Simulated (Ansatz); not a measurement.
Two structures of CH6AlN, closed shell, reached by relaxing down either side of one saddle point (PBE0-D4/def2-TZVP). Energies are electronic, without zero-point energy. Program: Ansatz 0.2.0. Basis: def2-TZVPP and def2-QZVPP. Cores are frozen in the correlated methods. Extrapolation: Hartree–Fock as exp(−7.88 √X), correlation as X^−2.97. First:

```xyz
9
angstrom
Al -0.6216 0.0786 -0.3492
C 0.2891 0.7958 1.2179
N 0.1655 -1.1558 -1.3443
H 1.0793 -1.5451 -1.1777
H -2.0685 0.5394 -0.8127
H 1.2709 0.3436 1.3797
H 0.4322 1.8776 1.1283
H -0.3043 0.6365 2.1241
H -0.2429 -1.5708 -2.1662
```

Second:

| atom | x (Å) | y (Å) | z (Å) |
| --- | --- | --- | --- |
| Al1 | -1.1735 | -0.2383 | -1.1509 |
| C2 | 0.7222 | 0.5636 | 1.2373 |
| N3 | -0.5140 | -1.3707 | -2.1102 |
| H4 | 0.9377 | -0.1813 | 0.4649 |
| H5 | -2.1366 | 0.8095 | -0.5122 |
| H6 | 1.5770 | 0.6071 | 1.9124 |
| H7 | 0.5741 | 1.5463 | 0.7881 |
| H8 | -0.1646 | 0.2787 | 1.8046 |
| H9 | 0.1776 | -2.0150 | -2.4339 |

(1) Which bonds change from the first to the second?

(2) Give the saddle point's structure and its height above each. (Judge from chemistry; the value comes from the calculation.)

The T1 diagnostic stays at or below 0.023.

Answers

(1) CH₆AlN ([CH3][AlH][NH2]) → AlNH₂ ([NH][AlH]) + CH₄; bonds formed: C2–H4; bonds broken: Al1–C2, N3–H4.

(2) Computed: 74.56 kcal/mol above the first and 14.24 kcal/mol above the second (CCSD(T) at an estimated basis limit (MP2 extrapolated from triple and quadruple zeta, plus CCSD(T) − MP2 in triple zeta)).
```
atom    x (Å)    y (Å)    z (Å)
 Al1  -0.9624   0.0166  -0.6764
  C2   0.4694   0.4407   0.8963
  N3   0.1166  -1.1061  -1.3149
  H4   0.6319  -0.4129  -0.0654
  H5  -2.2501   0.9099  -0.4787
  H6   1.4547   0.1708   1.2850
  H7   0.5073   1.5165   0.6956
  H8  -0.2395   0.2405   1.7069
  H9   0.2721  -1.7761  -2.0484
```

Labels in which every atom is bracketed show which atoms are joined, not bond orders.

For scale, one of the runs: CCSD(T)/def2-TZVPP, 188 basis functions, launched by `ansatz run in.yaml --threads 2 --pin off --events-out ev --progress --plain --max-ram 4352MiB`. The run took 28 s on 2 CPU threads of an Arm Neoverse V2 (shared host), with 1.9 GiB of host memory at its peak.
